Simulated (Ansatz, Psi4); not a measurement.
**How methods differ on CH2O2 (SMILES O=CO)**

CH2O2: 5 atoms, total charge 0, spin state singlet. As SMILES, `O=CO`. The coordinates come from a PBE0-D4/def2-TZVP relaxation. This is one conformer, not always the lowest. The run starts from this shape.

| atom | x (Å) | y (Å) | z (Å) |
| --- | --- | --- | --- |
| O | -0.3871 | -0.4257 | 1.2053 |
| C | -0.2309 | -0.3472 | 0.0240 |
| O | 0.4570 | 0.6133 | -0.5980 |
| H | -0.6318 | -1.0550 | -0.7151 |
| H | 0.7928 | 1.2147 | 0.0838 |

Each level gives the adiabatic ionisation energy (to the doublet cation, no zero-point term) (eV). The values are calculated.

| level | kind | program | value (eV) | CPU time (all runs) |
| --- | --- | --- | --- | --- |
| HF/STO-3G | Hartree–Fock | Ansatz | 6.59 | 3.5 s |
| HF/3-21G | Hartree–Fock | Ansatz | 9.49 | 3.9 s |
| HF/6-31G* (Cartesian functions) | Hartree–Fock | Ansatz | 9.58 | 7.5 s |
| PBE/def2-SVP | GGA | Ansatz | 10.96 | 17 s |
| B3LYP/6-31G* (Cartesian functions) | global hybrid | Ansatz | 11.01 | 20 s |
| B3LYP/def2-SVPD (density fitting) | global hybrid | Psi4 | 11.30 | 1.7 min |
| MP2/6-31G* (Cartesian functions) | perturbation theory | Ansatz | 11.12 | 12 s |

The values span 6.59 to 11.30 eV. Without the sets that lack polarisation functions the rows with a basis span only 9.58 to 11.30 eV. Times are those of the runs behind each value, whatever else they computed, on shared processors of several kinds: orders of magnitude only.
